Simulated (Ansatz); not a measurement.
Molecule: Si2, net charge 0, triplet state. SMILES: [Si]=[Si]
Geometry from a B3LYP-D3(BJ)/def2-TZVP (Ansatz, a quantum-chemistry and plane-wave program) optimisation:
```xyz
2

Si     0.0000     0.0000    -1.1339
Si     0.0000     0.0000     1.1339
```
Charge 0, spin multiplicity 3.

Wanted: atomisation energy, in kcal/mol. Set-up: 6-31G* and kin with 6d, 5d where marked; no spin-orbit coupling; non-relativistic; UHF or UKS for open shells; atomisation electronic, to ground-state atoms. Ab initio and DFT rows: single points at B3LYP-D3(BJ) geometries (Ansatz).

```
species              coefficient  E at PBE/6-31G* (Ansatz), Eh  E at PBE/def2-TZVPD (Ansatz), Eh
-------------------  -----------  ----------------------------  --------------------------------
[Si]=[Si] (triplet)           -1                    -578.52823                        -578.57633
Si atom                       +2                    -289.20204                        -289.22297
```

 1 Eh = 627.5095 kcal/mol.

Problem. Compute it at each level from the table.

Solution. 
- PBE/6-31G*: the sum of coefficient times E is 0.12415 Eh, or 77.91 kcal/mol. Result: 77.9 kcal/mol.
- PBE/def2-TZVPD: the sum of coefficient times E is 0.13039 Eh, or 81.82 kcal/mol. Result: 81.8 kcal/mol.
